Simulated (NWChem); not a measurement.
# SiH4; SMILES [SiH4]

Program: NWChem. Structure relaxed at the PBE0/def2-SVP level. B3LYP is NWChem's, with the RPA form of VWN correlation. Static field.

```json
[
 {"level": "PBE/aug-cc-pVDZ", "isotropic polarisability (bohr³)": "33.5", "anisotropy (bohr³)": "0.0"},
 {"level": "B3LYP/aug-cc-pVDZ", "isotropic polarisability (bohr³)": "32.6", "anisotropy (bohr³)": "0.0"},
 {"level": "LC-BLYP (range parameter 0.33 per bohr)/aug-cc-pVDZ", "isotropic polarisability (bohr³)": "33.0", "anisotropy (bohr³)": "0.0"},
 {"level": "Hartree-Fock/aug-cc-pVDZ", "isotropic polarisability (bohr³)": "30.4", "anisotropy (bohr³)": "0.0"}
]
```
